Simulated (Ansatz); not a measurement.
fcc Pt, treated with LDA in Ansatz (plane waves, PAW).

A relaxed, unreconstructed slab of the (100) face has 8 atoms, two equal faces of 7.587 Å² each and an energy of -97957.6136 eV. A bulk cell of 2 atoms with the same orientation and in-plane k mesh has -24489.9826 eV. Energies are extrapolated to zero smearing.

Numerical settings: plane-wave cutoff 500 eV, 20×20×1 k mesh (along the axes of the cell as run), Fermi–Dirac smearing 0.1 eV, scalar-relativistic PAW data made under PBE.

Worked out: γ = (E_slab − N E_bulk per atom)/2A = [-97957.6136 − 8 × (-24489.9826/2)]/(2 × 7.587) = 0.1527 eV/Å². With 16.022 J/m² per eV/Å² this is 2.45 J/m², or 1.16 eV per surface cell and face.

Ansatz is a first-principles code.
